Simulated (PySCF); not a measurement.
Species: CFCl3.
SMILES with atom numbers: `[F:1][C:2]([Cl:3])([Cl:4])[Cl:5]`

The calculation used PySCF 2.14.0, PBE0-D3(BJ)/def2-SVP geometry optimisation, gas phase.

Entries marked ? are missing. Bonds in one row agree within 0.01 Å.

```
            coordinate  value
                 F1–C2      ?
C2–Cl3, C2–Cl4, C2–Cl5      ?
             F1–C2–Cl3      ?
            Cl3–C2–Cl4      ?
```

Fill in the missing values.

- F1–C2 = 1.326 Å, drawn single (alkyl fluorine to CCl3 carbon); equal to the sum of covalent radii, 1.33 Å.
- C2–Cl3, C2–Cl4, C2–Cl5 = 1.767 Å, drawn single (CCl3 carbon to chlorine of a CCl3 group); 0.01 Å below the sum of covalent radii, 1.78 Å.
- F1–C2–Cl3 = 108.6°, at the CCl3 carbon; the outer atoms are 2.524 Å apart.
- Cl3–C2–Cl4 = 110.3°, at the CCl3 carbon; the outer atoms are 2.900 Å apart.

Radii are Cordero's, carbon taken as 0.76, 0.73 or 0.69 Å for four, three, and two or fewer neighbours.

PBE0-D3(BJ)/def2-SVP frequencies: not computed here.
